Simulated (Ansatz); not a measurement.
Ideal-gas functions of `[C]#C[SiH3]` radical at 800 K and 1 bar, from an Ansatz frequency run at PBE0-D4/def2-TZVP.

Molar mass 55.13 g/mol, point group C3v (symmetry number 3), electronic degeneracy 2, moments of inertia 5.952, 95.765, 95.765 u Å². Harmonic wavenumbers (cm⁻¹, unscaled): 177, 177, 640, 653, 653, 924, 941, 941, 2165, 2247, 2253, 2253.

Use S(trans) = R[1.5 ln M + 2.5 ln T − 1.1517]; rotational temperatures θ = 24.2544 K / I; S(rot) = R[ln(√π/σ · √(T³/θAθBθC)) + 1.5]; for each mode x = 1.438777 ν̃/T, S = R[x/(eˣ − 1) − ln(1 − e⁻ˣ)] and H = RT x/(eˣ − 1); 1 cm⁻¹ = 0.0119627 kJ/mol; R = 8.31446 J/(mol·K).

Problem. By hand: the entropy, in J/(mol·K).

Solution. Translation 179.4. Rotation: θ = 4.075, 0.2533, 0.2533 K, giving 97.0. Vibration, mode by mode: 17.87, 17.87, 7.59, 7.44, 7.44, 4.99, 4.87, 4.87, 0.84, 0.75, 0.74, 0.74, in all 76.0. Electronic 5.8. Sum 358.2 J/(mol·K).

Problem. By hand: H − E and G − E in kJ/mol, counted from the electronic energy.

Solution. Zero-point energy ½ × 14024 × 0.0119627 = 83.9; thermal vibration 31.5; translation, rotation and pV give 4 RT = 26.6. H − E = 142.0 kJ/mol, and G − E = 142.0 − 800 × 358.2/1000 = -144.6 kJ/mol.

Vibration gives 21 % of the entropy.
